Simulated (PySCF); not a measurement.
SO₂F₂ was optimised in PySCF in the def2-TZVP basis family (density fitting, no spin–orbit coupling) with several functionals.

One of them gave a singlet of C2v symmetry with a mean bond of 1.500 Å to S, wavenumbers 350, 352, 493, 499, 506, 775, 815, 1216, 1452 cm⁻¹ and a HOMO–LUMO gap of 7.09 eV.

Question: Which level of theory was it?
A. B3LYP
B. PBE
C. PBE0

Answer: B. That is PBE, with S–F 1.576 Å (×2), S–O 1.425 Å (×2). The others give B3LYP 1.482 Å and 1499 cm⁻¹ for the highest mode; PBE0 1.472 Å and 1539 cm⁻¹ for the highest mode.

Each species is the lowest minimum found with this bonding; other isomers or fragments can lie lower.
